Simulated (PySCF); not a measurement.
# Gas-phase XPS of `F[PH](F)(F)F`, computed

Species: F4HP.
Atom-mapped SMILES: `[H][P:2]([F:1])([F:3])([F:4])[F:5]`

Method used: delta-SCF UKS SCAN, pcX-2 on the ionised atom, pcseg-1 elsewhere, spin-free X2C (PySCF 2.14.0). These are vertical core ionisation energies against the vacuum level, from separate self-consistent calculations with and without the core hole.

Task: What binding energy does each computed site have?

Result: 
| atom(s) | bonded to | level | binding energy (eV) | above the level's lowest (eV) | count |
| --- | --- | --- | --- | --- | --- |
| F1 | P | F 1s | 693.73 | 0.00 | 1 |
| F3/F4/F5 | P | F 1s | 694.29 | +0.56 | 3 |
| P2 | 4 F and H | P 1s | 2157.54 | 0.00 | 1 |

Lowest listed F 1s: F1, bonded to P. Highest, 0.56 eV above it: F3/F4/F5, bonded to P. Summing the Pauling electronegativity differences to the bonded atoms, each weighted by its formal bond order, gives -1.79 for the lowest site and -1.79 for the highest; the sum is the same at every site.

Task: Express the binding energy of F 1s of F1 in atomic units and per mole.

Result: 693.73 eV = 25.4941 Eh = 66935 kJ/mol.

The first atom of each set that the bonding makes equivalent was ionised and stands for the set. Not every level is listed. Isolated species at its PBE0-D3(BJ)/def2-SVP geometry, gas phase.
